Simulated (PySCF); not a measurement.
Working out the ionisation energy of Cl

Cl [Ne] 3s2 3p5 (2P) → Cl⁺ [Ne] 3s2 3p4 (3P). Calculation: PySCF 2.14, in def2-SVP; no relativity, point nucleus. Frozen: [Ne]. Energies in hartree (1 hartree = 27.21139 eV):

| part | Cl (lower) | Cl⁺ (upper) |
| --- | --- | --- |
| UHF | -459.319303 | -458.886235 |
| CCSD correlation | -0.125665 | -0.108085 |
| (T) | -0.001027 | -0.001040 |

What does Hartree-Fock give?

(-458.886235) − (-459.319303) = 0.433068 hartree = 11.784 eV.

What do CCSD and CCSD(T) give?

The CCSD correlation energies differ by 0.017580 hartree = 0.478 eV and the triples by -0.000013 hartree = 0.000 eV, so CCSD gives 12.262 eV and CCSD(T) 12.262 eV.

Measured between the centres of the two terms (NIST): 12.974 eV, so CCSD(T) (valence) is off by -0.712 eV.

A double-zeta basis recovers only part of the correlation energy.

What remains against the reference includes basis incompleteness, the frozen core and higher excitations.
